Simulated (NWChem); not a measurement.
System: CH cation, singlet

Input file for NWChem:

```
start job
memory heap 200 mb stack 900 mb global 1100 mb
charge 1
geometry units angstroms noautosym nocenter noautoz
  C      0.000000     0.000000    -0.141582
  H      0.000000     0.000000     0.998784
end
basis spherical
  C library d-aug-cc-pvdz
  H library d-aug-cc-pvdz
end
dft
  xc b3lyp
  iterations 150
end
property
  response 1 0.0
end
task dft property
```

Excerpt of the output:

```
             Northwest Computational Chemistry Package (NWChem) 7.3.0
             --------------------------------------------------------

                             Geometry "geometry" -> ""
                             -------------------------

 Output coordinates in angstroms (scale by  1.889725989 to convert to a.u.)

  No.       Tag          Charge          X              Y              Z
 ---- ---------------- ---------- -------------- -------------- --------------
    1 C                    6.0000     0.00000000     0.00000000    -0.14158200
    2 H                    1.0000     0.00000000     0.00000000     0.99878400

 Effective nuclear repulsion energy (a.u.)       2.7842495252

                              NWChem Property Module
                              ----------------------

                                 NWChem DFT Module
                                 -----------------

 Summary of "ao basis" -> "ao basis" (spherical)
 ------------------------------------------------------------------------------
       Tag                 Description            Shells   Functions and Types
 ---------------- ------------------------------  ------  ---------------------
 C                       d-aug-cc-pvdz              12       32   5s4p3d
 H                       d-aug-cc-pvdz               7       13   4s3p

            General Information
            -------------------
          SCF calculation type: DFT
          Wavefunction type:  closed shell.
          No. of atoms     :     2
          No. of electrons :     6
           Alpha electrons :     3
            Beta electrons :     3
          Charge           :     1
          Spin multiplicity:     1
          Use of symmetry is: off; symmetry adaption is: off
          Maximum number of iterations: 150
          AO basis - number of functions:    45
                     number of shells:    19
          Convergence on energy requested:  1.00D-06
          Convergence on density requested:  1.00D-05
          Convergence on gradient requested:  5.00D-04

              XC Information
              --------------
                         B3LYP Method XC Potential
                     Hartree-Fock (Exact) Exchange  0.200
                        Slater Exchange Functional  0.800 local
                    Becke 1988 Exchange Functional  0.720 non-local
              Lee-Yang-Parr Correlation Functional  0.810
                  VWN I RPA Correlation Functional  0.190 local

             Grid Information
             ----------------
          Grid used for XC integration:  medium
          Radial quadrature: Mura-Knowles
          Angular quadrature: Lebedev.
          Tag              B.-S. Rad. Rad. Pts. Rad. Cut. Ang. Pts.
          ---              ---------- --------- --------- ---------
          C                   0.70       49          19.0       434
          H                   0.35       45          19.0       434
          Grid pruning is: on
          Number of quadrature shells:    94
          Spatial weights used:  Erf1

      Superposition of Atomic Density Guess
      -------------------------------------

 Sum of atomic energies:         -38.16637211

 Renormalizing density from       7.00 to      6

      Non-variational initial energy
      ------------------------------

 Total energy =     -34.055155
 1-e energy   =     -48.218498
 2-e energy   =      11.379094
 HOMO         =      -0.797563
 LUMO         =      -0.636338

   convergence    iter        energy       DeltaE   RMS-Dens  Diis-err
 ---------------- ----- ----------------- --------- --------- ---------
 d= 0,ls=0.0,diis     1    -38.0760005115 -4.09D+01  1.08D-02  1.16D-01
 d= 0,ls=0.0,diis     2    -38.0830600192 -7.06D-03  2.34D-03  6.72D-03
 d= 0,ls=0.0,diis     3    -38.0841754849 -1.12D-03  5.51D-04  7.60D-04
 d= 0,ls=0.0,diis     4    -38.0843068348 -1.31D-04  1.64D-05  5.20D-07
 d= 0,ls=0.0,diis     5    -38.0843069262 -9.14D-08  5.16D-06  7.71D-09

         Total DFT energy =      -38.084306926210
      One electron energy =      -53.471492523503
           Coulomb energy =       17.881135107017
    Exchange-Corr. energy =       -5.278199034875
 Nuclear repulsion energy =        2.784249525151

 Numeric. integr. density =        6.000000628716

                       DFT Final Molecular Orbital Analysis
                       ------------------------------------

 Vector    1  Occ=2.000000D+00  E=-1.081854D+01
              MO Center= -5.9D-15,  7.2D-16, -1.4D-01, r^2= 2.8D-02
   Bfn.  Coefficient  Atom+Function         Bfn.  Coefficient  Atom+Function
  ----- ------------  ---------------      ----- ------------  ---------------
     1      1.007071  1 C  s                  3     -0.047345  1 C  s
    34      0.045459  2 H  s

 Vector    2  Occ=2.000000D+00  E=-1.052512D+00
              MO Center=  1.5D-12, -1.6D-13,  2.8D-01, r^2= 6.9D-01
   Bfn.  Coefficient  Atom+Function         Bfn.  Coefficient  Atom+Function
  ----- ------------  ---------------      ----- ------------  ---------------
     2      0.487621  1 C  s                  3      0.394542  1 C  s
    33      0.289731  2 H  s                  8      0.193718  1 C  pz
     4     -0.086627  1 C  s                 35      0.078794  2 H  s
    11      0.048337  1 C  pz                45     -0.038484  2 H  pz
    39     -0.032474  2 H  pz

 Vector    3  Occ=2.000000D+00  E=-7.222903D-01
              MO Center=  6.3D-13,  5.9D-13, -2.3D-01, r^2= 9.6D-01
   Bfn.  Coefficient  Atom+Function         Bfn.  Coefficient  Atom+Function
  ----- ------------  ---------------      ----- ------------  ---------------
     8      0.563637  1 C  pz                 3     -0.464752  1 C  s
    33      0.303507  2 H  s                  2     -0.275292  1 C  s
    34      0.247772  2 H  s                 11      0.137555  1 C  pz
     4     -0.091120  1 C  s                 35      0.064927  2 H  s
    42     -0.062255  2 H  pz                20      0.041697  1 C  d  0

 Vector    4  Occ=0.000000D+00  E=-5.466583D-01
              MO Center=  4.0D-12, -2.0D-12, -9.1D-02, r^2= 9.4D-01
   Bfn.  Coefficient  Atom+Function         Bfn.  Coefficient  Atom+Function
  ----- ------------  ---------------      ----- ------------  ---------------
     7      0.630521  1 C  py                10      0.352731  1 C  py
     6     -0.336377  1 C  px                 9     -0.188178  1 C  px

 Vector    5  Occ=0.000000D+00  E=-5.466583D-01
              MO Center=  4.7D-12,  1.6D-12, -9.1D-02, r^2= 9.4D-01
   Bfn.  Coefficient  Atom+Function         Bfn.  Coefficient  Atom+Function
  ----- ------------  ---------------      ----- ------------  ---------------
     6      0.630521  1 C  px                 9      0.352731  1 C  px
     7      0.336377  1 C  py                10      0.188178  1 C  py

 Vector    6  Occ=0.000000D+00  E=-2.316686D-01
              MO Center=  1.4D-09,  2.7D-13,  1.2D+00, r^2= 3.2D+00
   Bfn.  Coefficient  Atom+Function         Bfn.  Coefficient  Atom+Function
  ----- ------------  ---------------      ----- ------------  ---------------
    34      1.016006  2 H  s                  3     -0.703897  1 C  s
    35      0.564388  2 H  s                 11     -0.415237  1 C  pz
     8     -0.393231  1 C  pz                 2     -0.250264  1 C  s
    33      0.251303  2 H  s                  5     -0.109679  1 C  s
     4     -0.060843  1 C  s                  1     -0.039107  1 C  s

     Multipole analysis of the density
     ---------------------------------

     L   x y z        total         alpha         beta         nuclear
     -   - - -        -----         -----         ----         -------
     0   0 0 0      1.000000     -3.000000     -3.000000      7.000000

     1   1 0 0     -0.000000     -0.000000     -0.000000      0.000000
     1   0 1 0     -0.000000     -0.000000     -0.000000      0.000000
     1   0 0 1      0.612781      0.165330      0.165330      0.282121

     2   2 0 0     -2.913490     -1.456745     -1.456745      0.000000
     2   1 1 0      0.000000      0.000000      0.000000      0.000000
     2   1 0 1     -0.000000     -0.000000     -0.000000      0.000000
     2   0 2 0     -2.913490     -1.456745     -1.456745      0.000000
     2   0 1 1      0.000000      0.000000      0.000000      0.000000
     2   0 0 2     -3.233811     -3.612849     -3.612849      3.991887

 *** CALLING NEW AORESP DRIVER FOR CLOSED AND OPEN SHELLS ***
 Entering AOResponse driver routine

--------------------------------------------------------------------------------

          -----------------------------------------------
          Solving response equations for perturbing field
          -----------------------------------------------

 number of frequencies:     1
 frequency in a.u.:  0.0000000E+00
 Perturbing field: electric
 Using El. Dipole Length Gauge

 Setting up CPKS with frequency omega =      0.00000000 a.u.

 STATIC response

                                NWChem CPHF Module
                                ------------------

  scftype          =     RHF
  nclosed          =        3
  nopen            =        0
  variables        =      126
  # of vectors     =        3
  tolerance        = 0.10D-03
  level shift      = 0.00D+00
  max iterations   =       50
  max subspace     =       30

 SCF residual:    4.3324353866689337E-006

Iterative solution of linear equations
  No. of variables      126
  No. of equations        3
  Maximum subspace       30
        Iterations       50
       Convergence  1.0D-04

   iter   nsub   residual    time
   ----  ------  --------  ---------
     1      3    1.84D+00       2.0
     2      6    2.43D-01       3.0
     3      9    1.34D-02       3.9
     4     12    1.33D-03       4.9
     5     15    1.14D-03       5.8
     6     18    5.69D-05       6.8

 Electric Dipole Response Matrix (nonzero elements):

              1        2        3
    1    7.5045  -0.0000  -0.0000
    2    0.0000   7.5045   0.0000
    3    0.0000   0.0000   8.5150

 ------------------------------------------
 average:         7.84131 + I       0.00000

 DFT Linear Response polarizability / au
 Frequency  =       0.0000000 / au
              X              Y              Z
 -----------------------------------------------
 X       7.5044683     -0.0000000     -0.0000000
 Y       0.0000000      7.5044683      0.0000000
 Z       0.0000000      0.0000000      8.5149823
 -----------------------------------------------
 Eigenvalues =       7.5044683      7.5044683      8.5149823
 Isotropic   =       7.8413063
 Anisotropic =       1.0105140
 -----------------------------------------------

 Magnetic Dipole Response Matrix (nonzero elements):

 Exiting AOResponse driver routine
```

Level: B3LYP/d-aug-cc-pVDZ. Low-valent species are run as closed-shell singlets; no triplet was tried in these runs. Geometry: optimised at PBE0-D3(BJ)/def2-TZVP.
